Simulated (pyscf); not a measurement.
Elementary routes open to silane (SiH₄) + F–SiH: [singlet] in the gas phase (singlet surface):
A. F–SiH₂–SiH₃ (H–Si broken; Si–Si, H–Si formed)
B. F–SiH₃ + silylene (SiH₂) [singlet] (H–Si, F–Si broken; F–Si, H–Si formed)

Single points on ωB97X-D3(BJ)/def2-SVP structures (PySCF, gas phase). MP2 and CC: frozen core, UHF for open shells. ΔMP2 is the change of the MP2 total energy from the triple- to the quadruple-zeta basis.

**Question.** Rank the routes by free-energy barrier at 298 K, lowest first, for CCSD(T)/def2-TZVPP + ΔMP2(QZVPP) energies (ideal gas, 1 atm, RRHO with modes under 100 cm⁻¹ raised to 100, one conformer, R ln 2 for chiral ones without a mode under 150 cm⁻¹).

**Answer.** A (14.2 kcal/mol), B (25.0 kcal/mol)

Route A is the fastest of these, ahead of the next by 10.8 kcal/mol. The most stable products are those of A (ΔG = -33.8 kcal/mol), so kinetics and thermodynamics agree. At 1200 K A is still the fastest. A: On the reactant side the descent ends in a complex, 6.5 kcal/mol under the separated species and 5.0 kcal/mol under the saddle at ωB97X-D3(BJ)/def2-TZVP. B: On the reactant side the descent ends in a complex, 7.7 kcal/mol under the separated species and 16.1 kcal/mol under the saddle at ωB97X-D3(BJ)/def2-TZVP. On the product side the descent ends in an adduct with a F–Si contact, 9.9 kcal/mol under the separated species and 9.0 kcal/mol under the saddle at ωB97X-D3(BJ)/def2-TZVP. Only these routes are compared; each barrier is that of the saddle found, and lower ones may exist. The CCSD(T) − MP2 part came from Ansatz, without density fitting, on the same reference.
